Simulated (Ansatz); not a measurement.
## H2O2, singlet in 6-31G: errors against RCCSDTQ

Geometry: MP2(full)/6-31G*, from the G2/97 set.

```tsv
atom	x (Å)	y (Å)	z (Å)
O	0.0000	0.7341	-0.0281
O	0.0000	-0.7341	-0.0281
H	0.8395	0.8808	0.4466
H	-0.8395	-0.8808	0.4466
```

Basis 6-31G; Ansatz 0.2.0. Only valence electrons are correlated (noble-gas cores frozen), which leaves 14 electrons in 20 orbitals. Prefix R: restricted or restricted open-shell reference. Active spaces: valence = (14e, 10o) chosen from the atoms' valence shells.

Full CI isn't at hand for all of this; RCCSDTQ serves as the reference, and is uncertain by about the last step of the cluster series.

* UHF ⟨S²⟩: 0.000
* T1 diagnostic (RCCSD): 0.0108
* largest doubles amplitude (RCCSD): 0.046

| level | E − E(RCCSDTQ) (meV) | share of correlation (%) | wall time |
| --- | --- | --- | --- |
| RHF | 7413 | 0.00 | – |
| RMP2 | 423 | 94.29 | – |
| CISD | 697 | 90.59 | 0.43 s |
| RCCSD | 168 | 97.73 | – |
| RCCSD(T) | 36 | 99.51 | 0.21 s |
| BCCD(T) | 39 | 99.48 | 0.28 s |
| RCCSDT | 33 | 99.56 | – |
| CISDTQ | 36 | 99.52 | 15 s (H100) |
| RCCSDT(Q) | -3 | 100.04 | 1.4 s |
| CASSCF (valence space) | 4217 | 43.11 | – |
| NEVPT2 (valence space) | 587 | 92.08 | 2.2 s |
| MRCISD (valence space) | 231 | 96.88 | – |
| MRCISD+Q (valence space) | 56 | 99.24 | 5.5 s |
| MRCISD+Q(relaxed) (valence space) | 20 | 99.73 | 7.5 s |

The correlation energy at RCCSDTQ, counted from RHF, is -7.413 eV. That run took 28 s on 1 thread of AMD EPYC 7R13, shared host.

Times hold each run's SCF and search for its determinant on a shared host, so for small cases they say little of a method's own cost; rows without a card ran on 1 thread of AMD EPYC 7R13.

Natural occupations of CASSCF (valence space) about the gap: 1.998 1.997 1.975 1.972 1.923 0.082 0.027 0.027; effectively unpaired electrons, Σ n²(2−n)², 0.06.

Atomization energy (electronic, same basis, no zero-point term; atoms at the same level, unrestricted beside the R rows where the molecule is a closed shell, with restricted open-shell steps beyond CCSDT(Q)) at RCCSDTQ: 803.4 kJ/mol. Errors of other levels:

```
                            level  error (kJ/mol)
                              RHF          -409.2
                             RMP2             4.0
                             CISD           -60.5
                            RCCSD           -14.0
                         RCCSD(T)            -3.0
                          BCCD(T)            -3.0
                           RCCSDT            -3.0
                           CISDTQ            -3.2
                        RCCSDT(Q)             0.3
           CASSCF (valence space)           -90.0
           NEVPT2 (valence space)            34.9
           MRCISD (valence space)           -15.5
         MRCISD+Q (valence space)            -4.6
MRCISD+Q(relaxed) (valence space)            -1.2
```

This basis is far from its limit, so the value isn't to be set against a measured one. Truncated CI isn't size-consistent, which counts against it in atomization.
